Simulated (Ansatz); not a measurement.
A nudged elastic band was laid between two geometries of AlH3O + H4Si (10 atoms, charge 0, multiplicity 1).

Computed with RKS B3LYP-D4/6-31G* (Ansatz).

| Property | Result |
| --- | --- |
| movable images | 8 |
| climbing image | no |
| spring | 5.0 eV/Å² |
| optimiser | quadratic models (default) |
| start path | through a guess of the saddle point |
| force threshold | 0.05 eV/Å |
| iteration limit | 60 |
| end points | relaxed |

First end point:

```xyz
10
Properties=species:S:1:pos:R:3
Al 0.036 -0.264 0.368
O -0.237 -1.319 1.698
H -1.138 -1.565 1.944
H 1.548 -0.027 -0.022
H -1.194 0.236 -0.507
Si 0.138 3.071 1.048
H 1.160 3.722 1.903
H 0.565 3.046 -0.369
H -1.180 3.735 1.193
H -0.012 1.660 1.523
```

Last end point:

```xyz
10
Properties=species:S:1:pos:R:3
Al 0.129 0.427 -0.007
O -0.202 -0.370 1.859
H -1.143 -0.361 2.103
H 1.563 -0.195 -0.324
H -1.184 -0.191 -0.677
Si 0.066 2.808 0.658
H 0.856 3.028 1.920
H 0.621 3.781 -0.331
H -1.306 3.304 0.999
H 0.285 0.064 2.580
```

What changes between the two ends?

Bonds broken: Si6–H10. Bonds formed: Al1–Si6, O2–H10. AlH3O + H4Si becomes AlH7OSi.

Give the energies along the band, and the barrier.

The run converged. The highest image is number 5 of 0 to 9, 31.7 kcal/mol above the first end and 18.0 kcal/mol above the last; the last end lies 13.7 kcal/mol above the first. No image climbed, so the highest image needn't sit at the top of the path. The orbitals stay closed-shell, which can raise the energy where a bond breaks towards radicals; this wasn't checked here.

```tsv
image	path coordinate (Å)	energy (kcal/mol)	Si6–H10 (Å)	Al1–Si6 (Å)	O2–H10 (Å)
0	0.00	0.0	1.50	3.41	2.99
1	0.48	0.3	1.49	3.34	2.75
2	0.95	1.9	1.49	3.24	2.48
3	1.43	6.7	1.51	3.04	2.09
4	1.90	27.0	1.71	2.76	1.58
5	2.38	31.7	2.11	2.60	1.08
6	2.86	21.9	2.49	2.50	0.99
7	3.33	15.9	2.88	2.47	0.97
8	3.81	13.9	3.22	2.47	0.97
9	4.28	13.7	3.36	2.47	0.97
```

What is the geometry of the highest image?


```xyz
10
Properties=species:S:1:pos:R:3
Al 0.177 0.253 0.073
O -0.162 -0.337 1.895
H -1.067 -0.644 2.087
H 1.658 -0.080 -0.359
H -1.124 0.066 -0.815
Si 0.069 2.660 1.058
H 1.055 3.297 1.984
H 0.497 3.009 -0.333
H -1.249 3.331 1.280
H -0.170 0.740 1.909
```

The band took 15 iterations and roughly 4 core-minutes.

Run time: 4.1 min on 1 thread of Intel(R) Xeon(R) Platinum 8488C (Sapphire Rapids), with other jobs on the host, peak memory 0.15 GiB.
